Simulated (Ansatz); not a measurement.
Geometry optimisation, Ansatz 0.2.0, RKS PBE0/def2-SVP.

Input:

```yaml
crystal:
  periodic: [false, false, false]
  atoms:
    - { symbol: C, position_ang: [-0.82892, 0.72009, -0.66212] }
    - { symbol: C, position_ang: [-0.12638, 0.18705, 0.58055] }
    - { symbol: C, position_ang: [0.9232, -0.85992, 0.22819] }
    - { symbol: H, position_ang: [-1.33258, -0.08693, -1.19029] }
    - { symbol: H, position_ang: [-0.10953, 1.17521, -1.33981] }
    - { symbol: H, position_ang: [-1.5698, 1.46982, -0.39376] }
    - { symbol: H, position_ang: [0.35175, 1.01466, 1.10948] }
    - { symbol: H, position_ang: [-0.86565, -0.25305, 1.25381] }
    - { symbol: H, position_ang: [1.4151, -1.22987, 1.12501] }
    - { symbol: H, position_ang: [1.68002, -0.43437, -0.42759] }
    - { symbol: H, position_ang: [0.4628, -1.70269, -0.28346] }
basis:
  gaussian: { orbitals: def2-SVP }
hamiltonian:
  xc: pbe0
relax:
  f_tol: 0.02
  max_steps: 40
scf:
  lower_state_search: "off"
```

Run as:

```bash
$ ansatz run input.yaml --threads 1 --pin off --max-ram 2048MiB --backend cpu --events-out ev --progress --plain --runs-dir out
```

Q: Where does it end, and by what steps?

A: It converged. After 4 steps the energy has fallen by 0.033 eV; H5 moved furthest, 0.04 Å.

```
step  energy less start (eV)  largest force component (eV/Å)  accepted
   0                  0.0000                           0.696       yes
   1                 -0.0298                           0.215       yes
   2                 -0.0327                           0.076       yes
   3                 -0.0329                           0.050       yes
   4                 -0.0329                           0.001       yes
```

```xyz
11
Properties=species:S:1:pos:R:3
C -0.837 0.729 -0.660
C -0.123 0.183 0.568
C 0.929 -0.865 0.237
H -1.354 -0.074 -1.212
H -0.127 1.201 -1.359
H -1.591 1.485 -0.392
H 0.349 1.016 1.117
H -0.865 -0.247 1.263
H 1.428 -1.242 1.143
H 1.708 -0.455 -0.426
H 0.482 -1.731 -0.279
```

Run time: 10 s on 1 thread of Arm Neoverse V1, on a shared host, peak memory 0.13 GiB.
